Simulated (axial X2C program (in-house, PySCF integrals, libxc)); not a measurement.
Potential curves of AlN, 2c

Calculated with an axial X2C code built on PySCF integrals. Two-component (2c) means X2C with spin–orbit coupling and atomic mean-field two-electron Coulomb and Gaunt terms. Basis: Al dyall-v3z [8s8p2d1f], N dyall-v3z [6s6p2d1f] (cores contracted in-house); Gaussian nuclei, density fitting, unrestricted open shells. Masses: Al 26.982 u, N 14.003 u.

State: Ω = 2 (⟨Sz⟩ = 1.00, ⟨Lz⟩ = 1.00 at PBE0). Energies in cm⁻¹ from the fragments at the same level (Al + N). Fits are polynomials in 1 − R0/R over 0.85 to 1.23 times the lowest point R0.

```json
{"R (Å)": "1.5651", "PBE0": "-13256", "BHandHLYP": "-11061"}
{"R (Å)": "1.6371", "PBE0": "-17000", "BHandHLYP": "-14820"}
{"R (Å)": "1.6911", "PBE0": "-18587", "BHandHLYP": "-16440"}
{"R (Å)": "1.7450", "PBE0": "-19396", "BHandHLYP": "-17294"}
{"R (Å)": "1.7990", "PBE0": "-19619", "BHandHLYP": "-17569"}
{"R (Å)": "1.8620", "PBE0": "-19331", "BHandHLYP": "-17343"}
{"R (Å)": "1.9249", "PBE0": "-18624", "BHandHLYP": "-16693"}
{"R (Å)": "2.0059", "PBE0": "-17310", "BHandHLYP": "-15438"}
{"R (Å)": "2.1048", "PBE0": "-15357", "BHandHLYP": "-13529"}
{"R (Å)": "2.2487", "PBE0": "-12287", "BHandHLYP": "-10465"}
```

De is counted from the lowest determinant-based energies of the atoms at the same level, without counterpoise correction. Density functionals use the spin component along the axis (collinear). In 2c an atomic determinant is not the ground J level, so De misses part of the atomic spin–orbit lowering. This holds for PBE0, BHandHLYP. Without a current term, density functionals place determinants with orbital angular momentum somewhat too high. The state is one determinant with fixed occupations, lowest in a PBE0 search at one distance only: followed along the bond, the spin-free determinant M_S = 1, Λ = 0 reaches 0.13 eV lower at PBE0, at Re = 1.934 Å, so the state shown is not the lowest. With several unpaired electrons one determinant need not be a pure state. A state of lower Ω lies just above, and one determinant can place such states too high, so the state shown need not be the lowest. The search has Ω = 1 only 0.02 eV up. Open-shell Ω = 0 determinants with evenly filled partner blocks cannot be reached by this program, so the Ω shown need not be the lowest component. The determinant is spin-polarised beyond a pure state at some levels (its spin-free form has ⟨S²⟩ too high), which makes Re and μ there less reliable.

Task: Fit the PBE0 curve near its minimum: give the equilibrium distance, the harmonic wavenumber and the well depth.

Result: At PBE0, 2c: Re = 1.797 Å, ωe ≈ 746 cm⁻¹, De = 2.43 eV to Al + N; Be follows as 0.566 cm⁻¹.

Task: What are Re, ωe and De at the BHandHLYP level?

Result: At BHandHLYP, 2c: Re = 1.803 Å, ωe ≈ 732 cm⁻¹, De = 2.18 eV to Al + N; Be follows as 0.562 cm⁻¹.
